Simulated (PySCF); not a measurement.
Gas-phase reaction: 2 HPO3 + H2 → 2 PH2 + 3 O2

Computed with PySCF (xtb for GFN2) and rigid-rotor harmonic-oscillator thermochemistry at 1 bar. † marks an energy on the PBE0/def2-TZVP geometry and frequencies; other levels use their own. MP2 and CCSD(T) freeze the core. Open shells (unrestricted): PH2 (multiplicity 2), O2 (multiplicity 3); the rest are closed-shell singlets. GFN2 has no spin-polarisation term. B3LYP is the form with VWN-RPA correlation. HPO3, PH2: computed as isolated molecules; such fragments, hydroxides, amides, oligomers or adducts are transient or little studied in the gas. MP2 isn't extrapolated to the basis-set limit; its ΔH°(298 K) is 1384.3 kJ in def2-SVP and 1734.7 kJ in def2-TZVPP. CCSD(T) isn't extrapolated to the basis-set limit; its ΔH°(298 K) is 1269.6 kJ in def2-SVP and 1594.6 kJ in def2-TZVPP. The harmonic model lacks anharmonicity and excited electronic states, which grow with temperature; levels with a mode under 35 cm⁻¹ are left out. Internal rotation in HPO3 is treated as a harmonic vibration of one conformer, which makes the entropy rough.

| level | ΔE electronic, kJ | ΔH°(298 K), kJ | ΔS°(298 K), J/K | ΔG°(1200 K), kJ |
|---|---|---|---|---|
| B3LYP/def2-TZVP† | 1550 | 1513 | 351 | 1100 |
| BLYP/def2-TZVP† | 1513 | 1476 | 351 | 1063 |
| CCSD(T)/def2-SVP† | 1307 | 1270 | 351 | 857 |
| GFN2-xTB | 2348 | 2321 | 343 | 1921 |
| MP2/def2-TZVPP† | 1772 | 1735 | 351 | 1322 |
| PBE/def2-TZVP† | 1540 | 1503 | 351 | 1090 |
| PBE0/def2-SVP† | 1306 | 1269 | 351 | 856 |
| PBE0/def2-TZVP | 1548 | 1511 | 351 | 1098 |
| LDA/def2-TZVP† | 1758 | 1721 | 351 | 1308 |
| ωB97M-V/def2-TZVP† | 1647 | 1610 | 351 | 1197 |
ΔH° is lowest at PBE0/def2-SVP† and highest at GFN2-xTB. No reference value is set beside these.
